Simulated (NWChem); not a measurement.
System: C2H3F; SMILES C=CF

All runs: NWChem. Pople sets run with spherical d functions. All runs use the structure optimised with PBE0/def2-SVP. Total energies compare along this basis series because the functional is fixed.

```json
[
 {"level": "PBE0/STO-3G", "basis functions": "18", "energy (Ha)": "-175.2455", "highest occupied level (eV)": "-4.82", "orbital gap (eV)": "8.69", "dipole (D)": "0.48"},
 {"level": "PBE0/3-21G", "basis functions": "33", "energy (Ha)": "-176.6598", "highest occupied level (eV)": "-7.36", "orbital gap (eV)": "8.25", "dipole (D)": "1.25"},
 {"level": "PBE0/6-31G*", "basis functions": "48", "energy (Ha)": "-177.6227", "highest occupied level (eV)": "-7.32", "orbital gap (eV)": "8.19", "dipole (D)": "1.17"},
 {"level": "PBE0/6-31+G*", "basis functions": "60", "energy (Ha)": "-177.6358", "highest occupied level (eV)": "-7.69", "orbital gap (eV)": "7.85", "dipole (D)": "1.42"},
 {"level": "PBE0/6-311G**", "basis functions": "72", "energy (Ha)": "-177.6781", "highest occupied level (eV)": "-7.59", "orbital gap (eV)": "8.06", "dipole (D)": "1.29"},
 {"level": "PBE0/6-311++G**", "basis functions": "87", "energy (Ha)": "-177.6841", "highest occupied level (eV)": "-7.76", "orbital gap (eV)": "7.81", "dipole (D)": "1.43"}
]
```
